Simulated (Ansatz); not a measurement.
**Nb: pressure series**

The reference is Nb in the bcc (W type) structure (space group Im-3m, No. 229; a = 3.3027 Å).

Cell and atoms are relaxed at each pressure.

The values are results of Kohn–Sham DFT with the r2SCAN functional, run in Ansatz (a program for electronic structure) with PAW and 500 eV plane waves, no spin-orbit coupling, not measurements.

```csv
pressure (GPa),volume per atom (Å³/atom)
-2,18.227
-1,18.119
0,18.013
0.9,?
2.1,17.800
4.5,17.572
9,17.179
15,16.711
30,15.751
```

Question: Fit the third-order Birch–Murnaghan form P(V) = (3B₀/2)[(V₀/V)^(7/3) − (V₀/V)^(5/3)]·[1 + (3/4)(B₀′ − 4)((V₀/V)^(2/3) − 1)] (squares taken in P) to the rows shown and predict the withheld row.

Answer: Least squares on the printed values gives V₀ = 18.013 Å³/atom, B₀ = 173 GPa, B₀′ = 3.8; this predicts 17.921 Å³/atom, and the run gives 17.921 Å³/atom, in agreement.

Measured bulk modulus of Nb: 173.2 GPa (static lattice; corrected from measurement; as listed in Daniel Mejia-Rodriguez, S. B. Trickey, Phys. Rev. B (2018)); the computed value is 0 % above it.

Load acts through the strain it causes; cell and atoms are relaxed under it. Whether these cells are dynamically stable was not tested. No other phases were tried under pressure. The final runs are not spin-polarised.
